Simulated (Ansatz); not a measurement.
# CCSD(T)/6-311+G(d,p) run of CHCl3 (chloroform)

Aim: the vertical singlet–triplet gap of CHCl3 (chloroform) at CCSD(T)/6-311+G**, from 2 runs. 

The results are computed with Ansatz 0.2.0.

47 further runs of the same task are left out: 2 that didn't finish, 45 set aside as unsound or not needed.

## Step 1: The molecule

CHCl3: 5 atoms, total charge 0, spin state singlet. SMILES: `ClC(Cl)Cl`. The shape is that of a PBE0-D4/def2-TZVP optimisation.

Bond lengths: Cl1–C2 1.759 Å, C2–Cl3 1.759 Å, C2–Cl4 1.759 Å, C2–H5 1.085 Å. Angles: Cl1–C2–Cl3 111.2°, Cl1–C2–Cl4 111.2°, Cl3–C2–Cl4 111.1°, Cl1–C2–H5 107.7°, Cl3–C2–H5 107.7°, Cl4–C2–H5 107.7°.

## Step 2: The energy at CCSD(T)/6-311+G(d,p)

Input file job.yaml:

```yaml
basis:
  gaussian:
    orbitals: 6-311+G_st__st_-spherical.json
crystal:
  periodic: [false, false, false]
  atoms:
    - symbol: Cl
      position_ang: [-0.671480, 0.393200, 1.545220]
    - symbol: C
      position_ang: [0.050100, 0.086910, -0.029470]
    - symbol: Cl
      position_ang: [1.233860, -1.211460, 0.056410]
    - symbol: Cl
      position_ang: [-1.182490, -0.256800, -1.236530]
    - symbol: H
      position_ang: [0.570000, 0.988150, -0.335650]
correlation:
  method: ccsd_t
  frozen_orbitals: {C: 1, Cl: 5, H: 0}
accuracy: high
scf:
  omitted_lower_state_checks: [cluster_reference, increment]
```

The basis set 6-311+G** is read from a file made from the Basis Set Exchange's data (not shown).

Run with:

```bash
$ ansatz run job.yaml --threads 1 --pin off --max-ram 3480MiB --events-out events.jsonl --progress --plain --runs-dir runs
```

What it wrote:

```text
Warning: RAYON_NUM_THREADS=1 ignored (pool sized by the plan → 1); use --threads N
Functional definition: HF
  name "HF"
  exchange = exact_x
  correlation = 0
these checks for a lower state are left out or cut short: cluster_reference, increment
2019 factors; integrals over basis functions are off by at most 5.7e-9 eV
mean field evaluation 1: about -38555.5914 eV, gradient 2.3e1 eV
mean field evaluation 2: about -38555.6925 eV, gradient 2.3e1 eV
mean field evaluation 4: about -38557.4121 eV, gradient 2.5e0 eV
mean field evaluation 8: about -38557.4579 eV, gradient 1.3e-1 eV
mean field evaluation 16: about -38557.4580 eV, gradient 3.0e-8 eV
mean field -38557.45801214 eV, -1416.9604467624 hartree, gradient 3.0e-8 eV, S^2 0.000000; 0 other end points of the search recorded, 0 dependent functions left out
16 core orbitals not correlated: weight in the atoms' cores, before any rotation towards them, 1.000 or more for the frozen orbitals, at most 0.000 for the correlated occupied ones
reference -38557.45801214 eV, -1416.9604467624 hartree; 13, 13 occupied and 89, 89 virtual orbitals, 2019 factors
second order -15.42285568 eV of doubles, -0.00000000 eV of singles
cycle   1  -16.04122407 eV  change   -6.2e-1 eV  update   8.4e-2
cycle   2  -16.41623038 eV  change   -3.8e-1 eV  update   2.4e-2
cycle   3  -16.49082216 eV  change   -7.5e-2 eV  update   1.1e-2
cycle   4  -16.48801456 eV  change    2.8e-3 eV  update   2.3e-3
cycle   5  -16.48823183 eV  change   -2.2e-4 eV  update   8.9e-4
cycle   6  -16.48792579 eV  change    3.1e-4 eV  update   2.6e-4
cycle   7  -16.48785672 eV  change    6.9e-5 eV  update   1.2e-4
cycle   8  -16.48786144 eV  change   -4.7e-6 eV  update   2.9e-5
cycle   9  -16.48785781 eV  change    3.6e-6 eV  update   8.6e-6
cycle  10  -16.48785182 eV  change    6.0e-6 eV  update   2.6e-6
cycle  11  -16.48785249 eV  change   -6.7e-7 eV  update   9.6e-7
cycle  12  -16.48785288 eV  change   -3.9e-7 eV  update   2.9e-7
cycle  13  -16.48785313 eV  change   -2.5e-7 eV  update   1.2e-7
cycle  14  -16.48785320 eV  change   -7.2e-8 eV  update   5.2e-8
cycle  15  -16.48785320 eV  change    2.5e-9 eV  update   3.0e-8
cycle  16  -16.48785319 eV  change    1.0e-8 eV  update   2.2e-8
cycle  17  -16.48785363 eV  change   -4.4e-7 eV  update   1.1e-7
cycle  18  -16.48785362 eV  change    8.3e-9 eV  update   2.2e-8
cycle  19  -16.48785364 eV  change   -1.6e-8 eV  update   5.6e-9
cycle  20  -16.48785364 eV  change    2.2e-9 eV  update   2.1e-9
perturbative correction -0.52951975 eV, -0.0194594918 hartree
Total energy: -38574.47538552 eV, -1417.5858236994 hartree
Checks for a lower state left out: cluster_reference, increment
```

Wall time 45 s (1 thread of Arm Neoverse V2, shared host); peak memory 0.89 GiB.

## Step 3: The triplet

Input file run.yaml:

```yaml
crystal:
  periodic: [false, false, false]
  atoms:
    - symbol: Cl
      position_ang: [-0.671480, 0.393200, 1.545220]
    - symbol: C
      position_ang: [0.050100, 0.086910, -0.029470]
    - symbol: Cl
      position_ang: [1.233860, -1.211460, 0.056410]
    - symbol: Cl
      position_ang: [-1.182490, -0.256800, -1.236530]
    - symbol: H
      position_ang: [0.570000, 0.988150, -0.335650]
basis:
  gaussian: {orbitals: 6-311+G_st__st_-spherical.json}
magnetization: {spin_polarized: true, initial_magnetization: 2}
correlation: {method: ccsd_t, frozen_orbitals: {C: 1, Cl: 5, H: 0}}
accuracy: high
scf: {omitted_lower_state_checks: [cluster_reference, increment]}
```

The basis set 6-311+G** is read from a file made from the Basis Set Exchange's data (not shown).

Run with:

```bash
$ ansatz run run.yaml --threads 1 --pin off --max-ram 3480MiB --events-out events.jsonl --progress --plain --runs-dir runs
```

What it wrote:

```text
Warning: RAYON_NUM_THREADS=1 ignored (pool sized by the plan → 1); use --threads N
Functional definition: HF
  name "HF"
  exchange = exact_x
  correlation = 0
these checks for a lower state are left out or cut short: cluster_reference, increment
2019 factors; integrals over basis functions are off by at most 5.7e-9 eV
mean field evaluation 1: about -38548.8355 eV, gradient 1.0e1 eV
mean field evaluation 2: about -38548.8598 eV, gradient 1.0e1 eV
mean field evaluation 4: about -38549.7895 eV, gradient 2.3e0 eV
mean field evaluation 8: about -38549.8734 eV, gradient 1.9e-1 eV
mean field evaluation 16: about -38549.6759 eV, gradient 1.0e1 eV
mean field evaluation 32: about -38551.0321 eV, gradient 1.1e-1 eV
mean field evaluation 64: about -38550.3431 eV, gradient 2.6e-1 eV
mean field evaluation 96: about -38551.0493 eV, gradient 2.9e-1 eV
mean field evaluation 128: about -38551.0073 eV, gradient 5.4e-1 eV
mean field evaluation 160: about -38549.8753 eV, gradient 2.5e-2 eV
mean field evaluation 192: about -38550.0443 eV, gradient 1.2e0 eV
mean field -38551.04987612 eV, -1416.7249521074 hartree, gradient 1.6e-8 eV, S^2 2.016338; 10 other end points of the search recorded, 0 dependent functions left out
16 core orbitals not correlated: weight in the atoms' cores, before any rotation towards them, 1.000 or more for the frozen orbitals, at most 0.000 for the correlated occupied ones
reference -38551.04987612 eV, -1416.7249521074 hartree; 14, 12 occupied and 88, 90 virtual orbitals, 2019 factors
second order -15.00722301 eV of doubles, -0.00000000 eV of singles
cycle   1  -15.69153309 eV  change   -6.8e-1 eV  update   1.0e-1
cycle   2  -16.11022784 eV  change   -4.2e-1 eV  update   3.4e-2
cycle   3  -16.21521519 eV  change   -1.0e-1 eV  update   2.9e-2
cycle   4  -16.22823236 eV  change   -1.3e-2 eV  update   1.9e-2
cycle   5  -16.23781314 eV  change   -9.6e-3 eV  update   1.4e-2
cycle   6  -16.25108638 eV  change   -1.3e-2 eV  update   8.3e-3
cycle   7  -16.25797448 eV  change   -6.9e-3 eV  update   5.1e-3
cycle   8  -16.26130658 eV  change   -3.3e-3 eV  update   2.6e-3
cycle   9  -16.26179615 eV  change   -4.9e-4 eV  update   1.3e-3
cycle  10  -16.26176917 eV  change    2.7e-5 eV  update   7.0e-4
cycle  11  -16.26196735 eV  change   -2.0e-4 eV  update   5.5e-4
cycle  12  -16.26222042 eV  change   -2.5e-4 eV  update   3.9e-4
cycle  13  -16.26225014 eV  change   -3.0e-5 eV  update   2.6e-4
cycle  14  -16.26222357 eV  change    2.7e-5 eV  update   1.3e-4
cycle  15  -16.26211123 eV  change    1.1e-4 eV  update   5.8e-5
cycle  16  -16.26213428 eV  change   -2.3e-5 eV  update   2.7e-5
cycle  17  -16.26214155 eV  change   -7.3e-6 eV  update   1.5e-5
cycle  18  -16.26214653 eV  change   -5.0e-6 eV  update   1.0e-5
cycle  19  -16.26214097 eV  change    5.6e-6 eV  update   6.0e-6
cycle  20  -16.26213632 eV  change    4.7e-6 eV  update   3.3e-6
cycle  21  -16.26213596 eV  change    3.5e-7 eV  update   2.3e-6
cycle  22  -16.26213611 eV  change   -1.5e-7 eV  update   1.8e-6
cycle  23  -16.26213620 eV  change   -8.2e-8 eV  update   1.7e-6
cycle  24  -16.26213576 eV  change    4.3e-7 eV  update   1.6e-6
cycle  25  -16.26213541 eV  change    3.5e-7 eV  update   1.5e-6
cycle  26  -16.26213539 eV  change    2.4e-8 eV  update   1.4e-6
cycle  27  -16.26213534 eV  change    4.5e-8 eV  update   1.4e-6
cycle  28  -16.26213567 eV  change   -3.3e-7 eV  update   1.2e-6
cycle  29  -16.26213598 eV  change   -3.0e-7 eV  update   6.2e-7
cycle  30  -16.26213626 eV  change   -2.8e-7 eV  update   3.7e-7
cycle  31  -16.26213617 eV  change    9.0e-8 eV  update   2.2e-7
cycle  32  -16.26213613 eV  change    4.1e-8 eV  update   1.3e-7
cycle  33  -16.26213604 eV  change    9.4e-8 eV  update   9.0e-8
cycle  34  -16.26213598 eV  change    5.4e-8 eV  update   6.3e-8
cycle  35  -16.26213594 eV  change    3.8e-8 eV  update   4.3e-8
cycle  36  -16.26213592 eV  change    2.6e-8 eV  update   3.0e-8
cycle  37  -16.26213591 eV  change    1.3e-8 eV  update   1.9e-8
cycle  38  -16.26213591 eV  change   -2.2e-9 eV  update   1.1e-8
cycle  39  -16.26213591 eV  change   -4.0e-9 eV  update   7.8e-9
cycle  40  -16.26213592 eV  change   -3.9e-9 eV  update   6.2e-9
cycle  41  -16.26213592 eV  change   -4.8e-9 eV  update   5.3e-9
cycle  42  -16.26213592 eV  change  -8.1e-10 eV  update   4.7e-9
cycle  43  -16.26213592 eV  change   -1.5e-9 eV  update   4.3e-9
cycle  44  -16.26213592 eV  change    1.5e-9 eV  update   3.8e-9
cycle  45  -16.26213592 eV  change   5.2e-10 eV  update   3.2e-9
perturbative correction -0.58569111 eV, -0.0215237512 hartree
Total energy: -38567.89770315 eV, -1417.3440983309 hartree
Checks for a lower state left out: cluster_reference, increment
```

It took 5.5 min on 1 thread of Arm Neoverse V2, shared host; peak memory 2 GiB.

## Step 4: Results

At CCSD(T)/6-311+G**, 16 core orbitals frozen:

| quantity | value |
| --- | --- |
| singlet: total energy | -1417.58582 Eh |
| singlet: correlation energy (16 core orbitals frozen) | -625.4 mEh |
| singlet: (T) correction | -19.46 mEh |
| singlet: T1 diagnostic | 0.010 |
| triplet: total energy | -1417.34410 Eh |
| triplet: correlation energy (16 core orbitals frozen) | -619.1 mEh |
| triplet: (T) correction | -21.52 mEh |
| triplet: ⟨S²⟩ of the reference determinant | 2.016 |
| triplet: T1 diagnostic | 0.033 |
| vertical energy of the triplet above the singlet | 6.578 eV |

At this shape the triplet lies 6.58 eV (152 kcal/mol) above the singlet. The triples (singlet) make up 3.1 % of the correlation energy. The triples (triplet) make up 3.5 % of the correlation energy.
